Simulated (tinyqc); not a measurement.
Harmonic frequencies on the RHF/sto-3g surface (energies and gradients from PySCF), for HF, spin multiplicity 1, step by step. One step of it, computed by the program tinyqc.

Question. One row of the Hessian: 1Fz. Displace 1Fz by +/-0.01 bohr; H(k, :) = (g(+) - g(-)) / (2 delta).

optimised positions (bohr):
```
           x         y         z
1F  0.000000  0.000000  0.026966
2H  0.000000  0.000000  1.832524
```

gradient at +delta (hartree/bohr):
```
             x           y            z
1F  0.00000000  0.00000000   0.00736969
2H  0.00000000  0.00000000  -0.00736969
```

gradient at -delta (hartree/bohr):
```
             x           y            z
1F  0.00000000  0.00000000  -0.00713808
2H  0.00000000  0.00000000   0.00713808
```

Give: row of the Hessian.

Answer.

row of the Hessian (hartree/bohr^2): 1Fx 0.00000, 1Fy 0.00000, 1Fz 0.72539, 2Hx 0.00000, 2Hy 0.00000, 2Hz -0.72539
